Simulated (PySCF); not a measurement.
**C₂HN (triplet): EPR parameters at several levels of theory**

How much do the EPR parameters of C₂HN (triplet) (`[CH]C#N`) depend on the level of theory, and what does each level cost?

The runs use PySCF 2.14.0, with density-fitted response routines of our own; the level of theory stands in each step. All values are computed, except where a source is named. Atoms are numbered from 0 throughout.

### Step 1. The starting structure

4 atoms, charge 0, multiplicity 3; geometry from: GFN2-xTB.

Bonds of the start (Å): C0–C1 1.27, C1–N2 1.20, C0–H3 1.05.

### Step 2. Relaxing the molecule at PBE0-D3(BJ)/def2-TZVP

The job: settings as JSON, then the geometry in Å.

```
{"job": {"xc": "PBE0", "basis": "def2-TZVP", "d3": "d3bj", "grid": 2, "kind": "geom"}, "charge": 0, "multiplicity": 3}
C      0.000000     0.000000    -0.672560
C      0.000000     0.000000     0.598790
N      0.000000     0.000000     1.796880
H      0.000000     0.000000    -1.723110
```

The program printed:

```text
step   0  E = -131.31211846  max force = 0.011581
step   1  E = -131.31257683  max force = 0.004021
step   2  E = -131.31258414  max force = 0.001919
step   3  E = -131.31258614  max force = 0.000033
optimisation converged
```

Wall time 29 s (2 threads of Intel Xeon at 2.50GHz (Skylake/Cascade Lake), shared host).

The steps of the relaxation:

| step | energy from step 0 (eV) | largest force component (eV/Å) |
| --- | --- | --- |
| 0 | 0.0000 | 0.5955 |
| 1 | -0.0125 | 0.2068 |
| 2 | -0.0127 | 0.0987 |
| 3 | -0.0127 | 0.0017 |

Distances of close pairs at the start and the end, largest changes first:

| bond | before (Å) | after (Å) | change (Å) |
| --- | --- | --- | --- |
| C0–C1 | 1.271 | 1.287 | +0.016 |
| C0–H3 | 1.051 | 1.065 | +0.014 |
| C1–N2 | 1.198 | 1.201 | +0.003 |

The next job starts from the end point, and lists it.

| at the end point | value |
| --- | --- |
| point group (found at 0.08 Å tolerance) | C∞v |
| rotational constants (GHz, main isotopes) | 11.074, 11.074 |
| dipole moment (D) | 3.30 |
| ⟨S²⟩ | 2.070 |

### Step 3. g tensor and hyperfine couplings: B3LYP/pcH-2

The job: settings as JSON, then the geometry in Å.

```
{"job": {"kind": "epr", "xc": "B3LYP", "basis": "pcH-2"}, "charge": 0, "multiplicity": 3}
C      0.000000    -0.000000    -0.677595
C     -0.000000     0.000000     0.609525
N     -0.000000     0.000000     1.810704
H      0.000000    -0.000000    -1.742634
```

Method: UKS B3LYP, pcH-2 on C H N, non-relativistic, mean-field spin-orbit, GIAO.

The program printed:

```text
UKS, coarse grid
  cycle   1  E = -131.44094175  |g| = 2.29e-01
  cycle   2  E = -131.26934817  |g| = 6.20e-01
  cycle   3  E = -131.47718055  |g| = 4.00e-02
  cycle   4  E = -131.47881465  |g| = 2.34e-02
  cycle   5  E = -131.47927932  |g| = 9.82e-03
  cycle   6  E = -131.47936041  |g| = 6.78e-03
  cycle   7  E = -131.47938594  |g| = 1.92e-03
  cycle   8  E = -131.47938888  |g| = 4.39e-04
UKS, final grid
  cycle   1  E = -131.47939391  |g| = 7.41e-04
  cycle   2  E = -131.47939238  |g| = 1.97e-03
  cycle   3  E = -131.47939421  |g| = 7.92e-05
  cycle   4  E = -131.47939422  |g| = 6.65e-05
  cycle   5  E = -131.47939422  |g| = 1.81e-05
E = -131.47939422 Eh   <S^2> = 2.0525 (exact 2.0000)
g shifts (ppm)      1          2          3
  rmc          -177       -177       -177
  gc             41         15         15
  oz_so          -0        863        863
  total        -135        702        702
hyperfine (MHz)  atom isotope    a_iso     a_fc   dipolar eigenvalues
    0   13C      67.05      67.05    -64.09     32.04     32.04
    1   13C     -62.07     -62.07    -12.70    -12.70     25.39
    2   14N      12.40      12.40    -24.90     12.45     12.45
    3    1H     -59.40     -59.40    -14.59    -14.59     29.17
zero-field splitting (cm-1)  D = 0.7177  E = 0.0000  (spin-spin 0.5543, spin-orbit 0.1634)
```

Wall time 36 s (2 threads of Intel Xeon at 2.50GHz (Skylake/Cascade Lake), shared host).

Principal g values 2.00218, 2.00302, 2.00302; g(iso) = 2.00274, against 2.00232 for a free electron.

Hyperfine couplings, nucleus by nucleus at this fixed geometry (no averaging over rotations):

| nuclei | isotope | a(iso) (MHz) | a(iso) (G, at g = 2.0023) | largest dipolar term (MHz) |
| --- | --- | --- | --- | --- |
| C0 | 13C | 67.0 | 23.9 | -64.1 |
| C1 | 13C | -62.1 | -22.1 | 25.4 |
| H3 | 1H | -59.4 | -21.2 | 29.2 |
| N2 | 14N | 12.4 | 4.4 | -24.9 |

Zero-field splitting: D = 0.718 cm⁻¹ (spin-spin 0.554, spin-orbit 0.163), E = 0.000 cm⁻¹.

Mulliken spin populations:

| atom | value (e) |
| --- | --- |
| C0 | 1.46 |
| C1 | -0.40 |
| N2 | 0.99 |
| H3 | -0.05 |

### Step 4. g tensor and hyperfine couplings: PBE0/pcH-2

The job: settings as JSON, then the geometry in Å.

```
{"job": {"kind": "epr", "xc": "PBE0", "basis": "pcH-2"}, "charge": 0, "multiplicity": 3}
C      0.000000    -0.000000    -0.677595
C     -0.000000     0.000000     0.609525
N     -0.000000     0.000000     1.810704
H      0.000000    -0.000000    -1.742634
```

With the program's defaults for keys left out, this is: UKS PBE0, pcH-2 on C H N, non-relativistic, mean-field spin-orbit, GIAO.

The program printed:

```text
UKS, coarse grid
  cycle   1  E = -131.27608015  |g| = 2.25e-01
  cycle   2  E = -131.15136103  |g| = 5.49e-01
  cycle   3  E = -131.31306014  |g| = 3.84e-02
  cycle   4  E = -131.31503685  |g| = 2.39e-02
  cycle   5  E = -131.31556007  |g| = 1.46e-02
  cycle   6  E = -131.31573518  |g| = 5.52e-03
  cycle   7  E = -131.31576239  |g| = 1.88e-03
  cycle   8  E = -131.31576572  |g| = 5.47e-04
UKS, final grid
  cycle   1  E = -131.31578222  |g| = 6.97e-04
  cycle   2  E = -131.31578128  |g| = 1.64e-03
  cycle   3  E = -131.31578256  |g| = 1.03e-04
  cycle   4  E = -131.31578258  |g| = 7.14e-05
  cycle   5  E = -131.31578259  |g| = 1.96e-05
E = -131.31578259 Eh   <S^2> = 2.0697 (exact 2.0000)
g shifts (ppm)      1          2          3
  rmc          -174       -174       -174
  gc             41         15         15
  oz_so           0        844        844
  total        -134        685        685
hyperfine (MHz)  atom isotope    a_iso     a_fc   dipolar eigenvalues
    0   13C      71.44      71.44    -65.01     32.50     32.50
    1   13C     -69.29     -69.29    -13.86    -13.86     27.72
    2   14N      11.05      11.05    -25.08     12.54     12.54
    3    1H     -66.51     -66.51    -14.64    -14.64     29.27
zero-field splitting (cm-1)  D = 0.6848  E = 0.0000  (spin-spin 0.5452, spin-orbit 0.1397)
```

Run time: 36 s. Hardware: 2 threads of Intel Xeon at 2.50GHz (Skylake/Cascade Lake), shared host.

In short: g(iso) 2.00273.

### Step 5. EPR parameters: PBE/pcH-2

The job: settings as JSON, then the geometry in Å.

```
{"job": {"kind": "epr", "xc": "PBE", "basis": "pcH-2"}, "charge": 0, "multiplicity": 3}
C      0.000000    -0.000000    -0.677595
C     -0.000000     0.000000     0.609525
N     -0.000000     0.000000     1.810704
H      0.000000    -0.000000    -1.742634
```

Method: UKS PBE, pcH-2 on C H N, non-relativistic, mean-field spin-orbit, GIAO.

The program printed:

```text
UKS, coarse grid
  cycle   1  E = -131.28787054  |g| = 2.17e-01
  cycle   2  E = -131.07235972  |g| = 6.49e-01
  cycle   3  E = -131.30993172  |g| = 1.13e-01
  cycle   4  E = -131.31536560  |g| = 5.19e-02
  cycle   5  E = -131.31640990  |g| = 2.92e-02
  cycle   6  E = -131.31679893  |g| = 4.37e-03
  cycle   7  E = -131.31681646  |g| = 2.07e-03
  cycle   8  E = -131.31681895  |g| = 3.13e-04
UKS, final grid
  cycle   1  E = -131.31683620  |g| = 8.13e-04
  cycle   2  E = -131.31683189  |g| = 3.07e-03
  cycle   3  E = -131.31683649  |g| = 1.72e-04
  cycle   4  E = -131.31683651  |g| = 2.54e-05
  cycle   5  E = -131.31683651  |g| = 8.28e-06
E = -131.31683651 Eh   <S^2> = 2.0287 (exact 2.0000)
g shifts (ppm)      1          2          3
  rmc          -171       -171       -171
  gc             40         16         16
  oz_so           0        831        831
  total        -130        676        676
hyperfine (MHz)  atom isotope    a_iso     a_fc   dipolar eigenvalues
    0   13C      52.50      52.50    -63.40     31.70     31.70
    1   13C     -51.50     -51.50    -10.31    -10.31     20.62
    2   14N       6.98       6.98    -23.25     11.62     11.62
    3    1H     -55.93     -55.93    -14.00    -14.00     27.99
zero-field splitting (cm-1)  D = 0.7048  E = 0.0000  (spin-spin 0.5541, spin-orbit 0.1507)
```

It took 29 s on 2 threads of Intel Xeon at 2.50GHz (Skylake/Cascade Lake), shared host.

Key values: g(iso) 2.00273.

### Step 6. g tensor and hyperfine couplings: CAM-B3LYP/pcH-2

The job: settings as JSON, then the geometry in Å.

```
{"job": {"kind": "epr", "xc": "CAM-B3LYP", "basis": "pcH-2"}, "charge": 0, "multiplicity": 3}
C      0.000000    -0.000000    -0.677595
C     -0.000000     0.000000     0.609525
N     -0.000000     0.000000     1.810704
H      0.000000    -0.000000    -1.742634
```

Level: UKS CAM-B3LYP, pcH-2 on C H N, non-relativistic, mean-field spin-orbit, GIAO.

The program printed:

```text
UKS, coarse grid
  cycle   1  E = -131.35076165  |g| = 2.76e-01
  cycle   2  E = -131.26617168  |g| = 5.35e-01
  cycle   3  E = -131.40429540  |g| = 4.21e-02
  cycle   4  E = -131.40694703  |g| = 1.79e-02
  cycle   5  E = -131.40765586  |g| = 6.88e-03
  cycle   6  E = -131.40776037  |g| = 4.25e-03
  cycle   7  E = -131.40777422  |g| = 1.25e-03
  cycle   8  E = -131.40777741  |g| = 5.21e-04
UKS, final grid
  cycle   1  E = -131.40778209  |g| = 3.46e-04
  cycle   2  E = -131.40778233  |g| = 3.88e-04
  cycle   3  E = -131.40778243  |g| = 1.66e-04
  cycle   4  E = -131.40778254  |g| = 8.36e-05
  cycle   5  E = -131.40778255  |g| = 1.49e-05
E = -131.40778255 Eh   <S^2> = 2.0737 (exact 2.0000)
g shifts (ppm)      1          2          3
  rmc          -178       -178       -178
  gc             41         15         15
  oz_so           0        879        879
  total        -136        717        717
hyperfine (MHz)  atom isotope    a_iso     a_fc   dipolar eigenvalues
    0   13C      65.43      65.43    -65.88     32.94     32.94
    1   13C     -65.91     -65.91    -14.46    -14.46     28.93
    2   14N      11.45      11.45    -25.62     12.81     12.81
    3    1H     -61.66     -61.66    -14.96    -14.96     29.92
zero-field splitting (cm-1)  D = 0.7167  E = 0.0000  (spin-spin 0.5542, spin-orbit 0.1625)
```

Run time: 41 s. Hardware: 2 threads of Intel Xeon at 2.50GHz (Skylake/Cascade Lake), shared host.

Key values: g(iso) 2.00275.

### Step 7. Comparing the runs: EPR parameters

g, ⟨S²⟩ and isotropic hyperfine couplings (MHz), with basis size and wall time:

| run | g(iso) | ⟨S²⟩ | 13C C0 | 13C C1 | 1H H3 | 14N N2 | functions | time |
| --- | --- | --- | --- | --- | --- | --- | --- | --- |
| B3LYP/pcH-2 | 2.00274 | 2.053 | 67.0 | -62.1 | -59.4 | 12.4 | 184 | 36 s |
| PBE0/pcH-2 | 2.00273 | 2.070 | 71.4 | -69.3 | -66.5 | 11.1 | 184 | 36 s |
| PBE/pcH-2 | 2.00273 | 2.029 | 52.5 | -51.5 | -55.9 | 7.0 | 184 | 29 s |
| CAM-B3LYP/pcH-2 | 2.00275 | 2.074 | 65.4 | -65.9 | -61.7 | 11.5 | 184 | 41 s |

### Step 8. Summary of results

```
                            quantity                value
                         point group                  C∞v
rotational constants (main isotopes)     11.07, 11.07 GHz
                        D, E (B3LYP)    0.718, 0.000 cm⁻¹
                      g(iso) (B3LYP)              2.00274
                                ⟨S²⟩   2.053 (exact 2.00)
                      largest a(iso)  13C on C0, 67.0 MHz
```

Single values in the summary come from the first run of each kind that ended normally (B3LYP/pcH-2), which need not be the best level. Relaxing lowered the energy by 0.013 eV in 3 steps; the close pair that moved most is C0–C1, from 1.271 to 1.287 Å. No frequency check was run at this level, so the end point may be a saddle. The largest share of the spin, 1.46 e, sits on C0. The isotropic g lies 0.4 ppt above the free-electron value. The coupling of 13C on C0 runs from 52.5 (PBE/pcH-2) to 71.4 MHz (PBE0/pcH-2).
